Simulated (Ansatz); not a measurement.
**AlH (triplet): wave-function methods side by side at distance Al1–H2 = 1.455 Å, cc-pVQZ**

How much of the correlation energy of AlH (triplet) does each wave-function method recover here?

Computed with Ansatz 0.2.0, Gaussian basis. Level: cc-pVQZ, core rule «outside noble gas», up to 5 orbitals frozen.

To be run: UHF; CCSD(T) on ROHF; CCSD(T) on UHF; BCCD(T) on ROHF; CCSDT(Q) on ROHF; CCSDT(Q) on UHF; Full CI.

17 further runs of the same task are left out: 4 for a known fault of the program, 10 that didn't finish, 3 set aside as unsound or not needed.

### Step 1. The system

The geometry derives from a PBE0/def2-TZVP stationary point (not a proven minimum). One bond is set to the value named and the two fragments are kept rigid.

2 atoms, charge 0, spin multiplicity 3.

Atoms are counted from 1 here; the program's logs count them from 0.

Bond lengths: Al1–H2 1.455 Å.

### Step 2. UHF

Contents of in.yaml:

```yaml
crystal:
  periodic: [false, false, false]
  atoms:
    - {symbol: Al, position_ang: [0.000000, 0.000000, 0.000000]}
    - {symbol: H, position_ang: [0.000000, 0.000000, 1.455000]}
basis:
  gaussian: {orbitals: cc-pVQZ}
magnetization: {spin_polarized: true, initial_magnetization: 2}
hamiltonian: {xc: hf}
output: {orbitals: {seedname: orbitals}}
```

The run is started by

```sh
ansatz run in.yaml --threads 1 --pin off --events-out ev --progress --plain --max-ram 2393MiB
```

After this run come: CCSD(T) on ROHF; CCSD(T) on UHF; BCCD(T) on ROHF; CCSDT(Q) on ROHF; CCSDT(Q) on UHF; Full CI.

Q: Predict the results of all the runs planned. Wanted: FCI below the RHF energy; RMP2 from FCI; UMP2 from FCI; RCCSD from FCI; RCCSD(T) from FCI; UCCSD(T) from FCI; RCCSDT(Q) from FCI; UCCSDT(Q) from FCI; T1 diagnostic.

**Answer**, as computed:

| quantity | value |
| --- | --- |
| FCI below the RHF energy | -1.6437 eV |
| RMP2 from FCI | +9.48 kcal/mol |
| UMP2 from FCI | +9.23 kcal/mol |
| RCCSD from FCI | +1.27 kcal/mol |
| RCCSD(T) from FCI | +0.33 kcal/mol |
| UCCSD(T) from FCI | +0.30 kcal/mol |
| RCCSDT(Q) from FCI | 0.00 kcal/mol |
| UCCSDT(Q) from FCI | -0.02 kcal/mol |
| levels within 1 kcal/mol (43 meV) | RCCSD(T), UCCSD(T), BCCD(T), RCCSDT, UCCSDT, RCCSDT(Q), UCCSDT(Q) |
| T1 diagnostic | 0.033 |
| effectively unpaired electrons | 2.02 |

In words: RCCSD(T) lands +0.33 kcal/mol from the yardstick (0.9 % of the correlation energy). One determinant dominates. These misses are within one basis, not against nature; the frozen cores of restricted and unrestricted runs differ, which can shift their rows.
